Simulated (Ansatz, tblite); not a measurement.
# The cluster HfSe₂+: rung by rung

An exercise on one series of results from a longer session: the logs are not shown, and one member is left open.

Program: Ansatz 0.2.0, Gaussian basis. Level of theory: as each input shows. These are calculated values, not measurements.

Levels to be run: GFN1-xTB, GFN2-xTB, PBE-D4/def2-TZVP, r2SCAN-D4/def2-TZVP, ωB97X-V/def2-TZVP, r2SCAN0-D4/def2-TZVP, B3LYP-D4/def2-TZVP, LC-ωPBE/def2-TZVP, HF/def2-TZVP, PBE-D4/def2-SVP, PBE0-D4/def2-SVP, CCSD(T)/def2-TZVP, RPA/def2-TZVP.

### The structure

The doublet was relaxed beforehand with PBE0-D4/def2-TZVP. At that level it is the lowest of the isomers that a small search found.

3 atoms, charge 1, spin multiplicity 2.

Bond lengths: Hf1–Se2 2.345 Å, Hf1–Se3 2.345 Å. Angles: Se2–Hf1–Se3 90.0°.

Coordinates:

```xyz
3
charge 1, multiplicity 2
Hf   -0.24074    0.75996    0.76562
Se    1.28950   -1.01010    0.61033
Se   -1.04876    0.25014   -1.37595
```

Hf takes a core potential in the def2 sets. No spin-orbit coupling is included. The ion is computed in the gas phase, without counter-ions or solvent.

PBE0-D4/def2-TZVP was run before; its log isn't repeated, and its numbers join the tables.

The first run:

Tight binding, by tblite at 300 K electronic temperature and without a spin-polarisation term:

```python
tblite.interface.Calculator('GFN1-xTB', numbers, positions, charge=1, uhf=1).singlepoint()
```

Tight binding, by tblite at 300 K electronic temperature and without a spin-polarisation term:

```python
tblite.interface.Calculator('GFN2-xTB', numbers, positions, charge=1, uhf=1).singlepoint()
```

start.molden holds the orbitals of an earlier run on this state, given as this run's starting guess.

The input, in.yaml:

```yaml
crystal:
  periodic: [false, false, false]
  atoms:
    - {symbol: Hf, position_ang: [-0.240741, 0.759961, 0.765622]}
    - {symbol: Se, position_ang: [1.289497, -1.010104, 0.610327]}
    - {symbol: Se, position_ang: [-1.048757, 0.250143, -1.375950]}
basis:
  gaussian: {orbitals: def2-TZVP, initial_orbitals: start.molden}
total_charge: 1
magnetization: {spin_polarized: true, initial_magnetization: 1}
hamiltonian: {xc: pbe, dispersion: d4}
scf: {omitted_lower_state_checks: [starts]}
output: {orbitals: {seedname: orbitals}}
```

Run with:

```console
$ ansatz run in.yaml --threads 4 --pin off --events-out ev --progress --plain --max-ram 3916MiB
```

Among the steps run: PBE-D4/def2-TZVP; r2SCAN-D4/def2-TZVP; ωB97X-V/def2-TZVP; r2SCAN0-D4/def2-TZVP; B3LYP-D4/def2-TZVP; LC-ωPBE/def2-TZVP; HF/def2-TZVP; PBE-D4/def2-SVP; PBE0-D4/def2-SVP; CCSD(T)/def2-TZVP; RPA/def2-TZVP.

One table of the session follows, with a row left open; its other results are not shown here.

```
               level  HOMO (eV)  LUMO (eV)  gap (eV)
        HF/def2-TZVP     -14.00      -5.81      8.19
     PBE-D4/def2-SVP     -10.82     -10.00      0.82
    PBE-D4/def2-TZVP          ?          ?         ?
 r2SCAN-D4/def2-TZVP     -11.06      -9.78      1.28
  B3LYP-D4/def2-TZVP     -11.56      -9.38      2.17
    PBE0-D4/def2-SVP     -11.89      -9.19      2.70
   PBE0-D4/def2-TZVP     -11.83      -9.12      2.71
r2SCAN0-D4/def2-TZVP     -12.06      -8.97      3.09
   LC-ωPBE/def2-TZVP     -14.26      -6.97      7.29
   ωB97X-V/def2-TZVP     -13.82      -7.23      6.59
```

Q: Estimate the row for PBE-D4/def2-TZVP from the others.

As computed: HOMO (eV): -10.78; LUMO (eV): -9.95; gap (eV): 0.83. In the column «HOMO (eV)» it is the highest.

Limits of these values: Notes on CCSD(T)/def2-TZVP: spin contamination.
